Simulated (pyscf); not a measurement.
Thermochemistry of product channels of [Cl–Ti(Cl)–Cl]• + hydrogen (H₂) on the doublet surface, in kcal/mol, from ωB97M-D3(BJ)/def2-TZVP energies (ideal gas, 1 atm, RRHO with modes under 100 cm⁻¹ raised to 100, one conformer, R ln 2 for rigid chiral ones). PySCF, gas phase, ωB97X-D3(BJ)/def2-SVP geometries.

| products | ΔE | ΔH(298 K) | ΔG(298 K) | ΔG(600 K) |
|---|---|---|---|---|
| hydrogen chloride (HCl) + Cl–Ti–Cl [triplet] + H atom (H•) | +102.6 | +100.3 | +91.6 | +82.8 |
| Cl–TiH₂–Cl + Cl atom (Cl•) | +98.4 | +98.0 | +97.9 | +97.8 |
| [Cl–TiH–Cl]• + hydrogen chloride (HCl) | +44.7 | +44.7 | +42.1 | +39.6 |

These are energies of the channels, which say nothing of barriers. Left out: orbital degeneracy and the spin-orbit lowering of Cl. The term symbol of open-shell Cl–Ti–Cl was not checked; spin-orbit terms and orbital degeneracy are left out. Open-shell species with a d-block atom are single-reference here; other states, and whether the spin sits on metal or ligand, were not checked.
